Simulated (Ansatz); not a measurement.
Geometry optimisation, Ansatz 0.2.0, UKS PBE0-D4/def2-SVP.

Input file:

```yaml
crystal:
  periodic: [false, false, false]
  atoms:
    - { symbol: B, position_ang: [-0.074, 0.3035, -0.5334] }
    - { symbol: Cl, position_ang: [0.9356, -1.4785, 0.1804] }
    - { symbol: H, position_ang: [0.7146, 1.1188, -0.7782] }
    - { symbol: H, position_ang: [-0.9833, -0.0054, -1.1845] }
    - { symbol: H, position_ang: [0.0098, -0.4712, 1.2723] }
    - { symbol: F, position_ang: [-0.6027, 0.5327, 1.0435] }
magnetization:
  spin_polarized: true
basis:
  gaussian: { orbitals: def2-SVP }
hamiltonian:
  xc: pbe0
  dispersion: d4
relax:
  f_tol: 0.15
  max_steps: 25
  restrain:
    - { distance: [0, 5], at: 1.41, k: 30.0 }
    - { distance: [4, 1], at: 1.33, k: 30.0 }
    - { distance: [0, 1], at: 3.16, k: 30.0 }
    - { distance: [4, 5], at: 2.18, k: 30.0 }
```

Command:

```bash
$ ansatz run input.yaml --threads 2 --pin off --max-ram 3072MiB --backend cpu --events-out ev --progress --plain --runs-dir out
```

Problem. Where does it end, and by what steps?

Solution. It converged. The restraints hold the end off the free minimum. After 6 steps the energy has fallen by 1.099 eV (the restraints' own energy left out); H5 moved furthest, 0.65 Å. Parted: B1–Cl2. Joined: Cl2–H5.

```
step  energy less start (eV)  largest force component (eV/Å)  accepted
   0                  0.0000                           2.203       yes
   1                  0.1341                           3.696       yes
   2                 -0.5653                           3.673       yes
   3                 -1.0157                           1.300       yes
   4                 -0.9746                           1.267       yes
   5                 -1.0476                           1.451       yes
   6                 -1.0988                           1.339       yes
```

```xyz
6
Properties=species:S:1:pos:R:3
B -0.340 0.706 -0.537
Cl 1.093 -1.865 0.601
H 0.677 1.266 -0.849
H -1.079 0.105 -1.270
H 0.368 -1.016 1.284
F -0.718 0.805 0.771
```

Time of the run: 7.7 s on 2 threads of Intel(R) Xeon(R) Platinum 8488C (Sapphire Rapids) (shared host), peak memory 0.16 GiB.
